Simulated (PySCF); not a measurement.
Compound: C3HOP.
Bonds: C1–C2 (triple), C2–P3, P3–C4 (double), C4–O5 (double). Hydrogens: H6 on C1.

Theory: PySCF 2.14.0, density-fitted response routines, TDDFT wB97X-D/def2-SVPD, vertical, gas phase, core orbitals frozen in the response. Geometry: PBE0-D3(BJ)/def2-SVP; no solvent, vibrations or thermal averaging.

Computed states:

| state | E (eV) | f |
| --- | --- | --- |
| S1 | 2.81 | 0.0006 |
| S2 | 4.84 | 0.0008 |
| S3 | 4.95 | 0.115 |
| S4 | 5.39 | 0.0034 |
| S5 | 5.97 | 0.0003 |
| S6 | 6.13 | 0.0081 |
| S7 | 6.27 | 0.0041 |
| S8 | 6.40 | 0.012 |
| S9 | 7.09 | 0.0028 |
| S10 | 7.24 | 0.033 |

Broadening: Gaussians 0.4 eV wide at half height, area fixed by f = 4.319×10⁻⁹ ∫ε dν̃. The width is an assumption, not a result. The curve ends short of the highest state used, and states not computed would add to its high-energy end.

**Question.** Give the broadened spectrum and its maxima.

**Answer.** 
(λ (nm), ε (L mol⁻¹ cm⁻¹)): (186.9, 351), (193.7, 1168), (200.5, 1142), (207.3, 497), (214.0, 107), (220.8, 104), (227.6, 325), (234.4, 1269), (241.2, 4266), (248.0, 7481), (254.8, 6856), (261.6, 3583), (268.4, 1162), (275.2, 252), (282.0, 39), (288.8, 4), (295.6, 0), (302.4, 0), (309.2, 0), (316.0, 0), (322.8, 0), (329.6, 0), (336.4, 0), (343.2, 0), (350.0, 0), (356.8, 0), (363.6, 0), (370.4, 0), (377.2, 1), (384.0, 2), (390.8, 4), (397.5, 7), (404.3, 12), (411.1, 19), (417.9, 25), (424.7, 31), (431.5, 36), (438.3, 38), (445.1, 38), (451.9, 35), (458.7, 31), (465.5, 26), (472.3, 21), (479.1, 16), (485.9, 12), (492.7, 9), (499.5, 6), (506.3, 4), (513.1, 3), (519.9, 2), (526.7, 1), (533.5, 1), (540.3, 0), (547.1, 0), (553.9, 0), (560.7, 0)

Maxima: 441 nm (2.81 eV), ε about 38, made up of S1 (100%); 250 nm (4.95 eV), ε about 7800, made up of S3 (99%); 197 nm (6.30 eV), ε about 1300, made up of S6 (26%), S7 (21%) and S8 (53%) (ε in L mol⁻¹ cm⁻¹; maxima over ε = 5, shares over 10%).

**Question.** Coming from long wavelengths, where does ε first pass 100 L mol⁻¹ cm⁻¹?

**Answer.** At about 279 nm (4.45 eV), 1.64 eV above S1.

**Question.** What would ε be at 4.95 eV, the highest of these maxima, with half the width (0.2 eV)?

**Answer.** About 15500 L mol⁻¹ cm⁻¹ against 7780, a factor of about 1.99; a lone state at its own centre would give exactly 2.

**Question.** On this curve, what absorbance would a 10⁻⁵ mol/L sample give at 450 nm over a 1 cm path?

**Answer.** 450 nm is 2.755 eV, where ε is about 36 L mol⁻¹ cm⁻¹, so A = ε c l ≈ 0.00036 (Beer–Lambert, with the gas-phase spectrum and the assumed width).

The vertical ionisation energy (ΔSCF) is 8.85 eV, 1.61 eV above S10.
